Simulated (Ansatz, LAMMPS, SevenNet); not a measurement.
**Wurtzite GaN, elastic constant C12**

Reference value: 145 GPa (measured, temperature not stated, no zero-point or thermal correction, our sources range from 129 to 145; as tabulated in Oses et al. (2018), arXiv:1811.08464).

What do ionic model zapol1997, SevenNet-0, LDA, PBE, HSE06 give, and how far is each from the reference?


| level (code) | value (GPa) | cell (Å³/atom) | difference (%) |
|---|---|---|---|
| ionic model zapol1997 (shell model, LAMMPS) | 161 | 11.63 | +11.0 |
| SevenNet-0 | 138 | 11.75 | -4.8 |
| LDA (Ansatz) | 139 | 11.05 | -4.1 |
| PBE (Ansatz) | 113 | 11.76 | -22 |
| HSE06 (Ansatz) | 133 | 11.37 | -8.3 |

The levels aren't ranked against this reference (sources at odds).

The measured value isn't corrected to a static lattice, so vibrations enter the comparison.  Each level is taken at its own relaxed cell. K meshes differ between the levels. Ansatz's density-functional and Hartree–Fock values are scalar-relativistic unless marked +SOC, with PAW data made under PBE.

Empirical potentials (ionic model zapol1997) are fitted to chosen data: where that held the value shown, agreement is built in, and what lay outside the fit can be far off. Machine-learned potentials (SevenNet-0) are trained on DFT data: a solid inside that data is no test of them.

Differences are worked out from the printed values.

Ansatz is a quantum-chemistry and plane-wave program.
